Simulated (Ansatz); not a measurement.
Ansatz (a quantum-chemistry and plane-wave program) input (B3LYP-D3(BJ)/def2-TZVP):

Ansatz 0.2 input:
```yaml
crystal:
  periodic: [false, false, false]
  atoms:
    - {symbol: Si, position_ang: [0.01416323, 0.08396652, 1.31771079]}
    - {symbol: Si, position_ang: [-0.00798448, 0.13746986, -0.95200440]}
    - {symbol: H, position_ang: [-1.15729011, -0.37649282, 2.06695594]}
    - {symbol: H, position_ang: [1.17161886, -0.44363604, 2.04371748]}
    - {symbol: H, position_ang: [-0.03063669, -1.13202556, -1.69786577]}
    - {symbol: H, position_ang: [-1.19194075, 0.88122575, -1.39886848]}
    - {symbol: H, position_ang: [1.18382119, 0.85306282, -1.42361811]}
basis:
  gaussian:
    orbitals: def2-TZVP
hamiltonian:
  xc: b3lyp
  dispersion: d3bj
magnetization: {spin_polarized: true, initial_magnetization: 1}
relax: {f_tol: 0.002, max_steps: 150}
```

End of the output:

```
742 factors; their error is unknown
mean field: 0.37 GiB planned
mean field -15836.85972128 eV, -581.9938601478 hartree, gradient 5.2e-5 eV, S^2 0.753042; 0 other end points of the search recorded, 0 dependent functions left out
the calculation of the forces begins
reference -15836.85997919 eV, -581.9938696259 hartree; 17, 16 occupied and 87, 88 virtual orbitals, 742 factors
relax step   6: F+E_penalty+E_count = -15837.10001086 eV  Δ(F+E_penalty+E_count) = -3.038e-4 eV  max|allowed force component| = 7.193e-3 eV/Å  Δτ_max = 0.0178 Å  (27 SCF iters, accepted)
these checks for a lower state are left out or cut short: starts, cluster_reference, orbital_swaps, neighbouring_geometries, increment
integrals: 0.03 GiB planned
742 factors; their error is unknown
mean field: 0.37 GiB planned
mean field -15836.85971544 eV, -581.9938599334 hartree, gradient 2.7e-5 eV, S^2 0.753043; 0 other end points of the search recorded, 0 dependent functions left out
the calculation of the forces begins
reference -15836.85997334 eV, -581.9938694110 hartree; 17, 16 occupied and 87, 88 virtual orbitals, 742 factors
relax step   7: F+E_penalty+E_count = -15837.10001626 eV  Δ(F+E_penalty+E_count) = -5.399e-6 eV  max|allowed force component| = 1.808e-3 eV/Å  Δτ_max = 0.0010 Å  (21 SCF iters, accepted)
integrals: 0.03 GiB planned
742 factors; their error is unknown
mean field: 0.37 GiB planned
mean field evaluation 64: about -15836.8597 eV, gradient 6.5e-5 eV
mean field -15836.85971544 eV, -581.9938599334 hartree, gradient 2.7e-5 eV, S^2 0.753043; 1 other end points of the search recorded, 0 dependent functions left out
the calculation of the forces begins
reference -15836.85997334 eV, -581.9938694110 hartree; 17, 16 occupied and 87, 88 virtual orbitals, 742 factors
Total energy: -15837.10027416 eV, -582.0027003031 hartree
Atom 0 at     0.014459     0.149935     1.375232 Å, force    -0.000582    -0.001171     0.001808 eV/Å
Atom 1 at    -0.007874     0.177943    -0.957303 Å, force     0.000145     0.000326    -0.000279 eV/Å
Atom 2 at    -1.206608    -0.436199     1.985413 Å, force     0.000727     0.000337    -0.000584 eV/Å
Atom 3 at     1.219663    -0.490191     1.962246 Å, force    -0.000262     0.000920    -0.000663 eV/Å
Atom 4 at    -0.034853    -1.186910    -1.543860 Å, force    -0.000245     0.000204    -0.000278 eV/Å
Atom 5 at    -1.208495     0.913315    -1.420630 Å, force     0.000723    -0.000130    -0.000059 eV/Å
Atom 6 at     1.205459     0.875678    -1.445070 Å, force    -0.000505    -0.000486     0.000054 eV/Å
Dipole moment:     0.000244     0.007904    -0.008895 e Å
```

It need not be the lowest isomer of its formula.
